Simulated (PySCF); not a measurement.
**Working out the ionisation energy of Ar**

Ar [Ar] (1S) → Ar⁺ [Ne] 3s2 3p5 (2P). Calculation: PySCF 2.14, in 6-31G* (4s3p1d, 18 functions); the non-relativistic Hamiltonian (point nucleus). Frozen: [Ne]. Energies in hartree (1 hartree = 27.21139 eV):

```csv
part,Ar (lower),Ar⁺ (upper)
UHF,-526.772151,-526.233445
CCSD correlation,-0.147195,-0.126767
(T),-0.001543,-0.001241
```

**Question.** What does Hartree-Fock give?

**Answer.** (-526.233445) − (-526.772151) = 0.538706 hartree = 14.659 eV.

**Question.** What do CCSD and CCSD(T) give?

**Answer.** The CCSD correlation energies differ by 0.020428 hartree = 0.556 eV and the triples by 0.000302 hartree = 0.008 eV, so CCSD gives 15.215 eV and CCSD(T) 15.223 eV.

Measured between the centres of the two terms (NIST): 15.819 eV, so CCSD(T) (valence) is off by -0.596 eV.

What remains against the reference includes basis incompleteness, the frozen core and higher excitations.
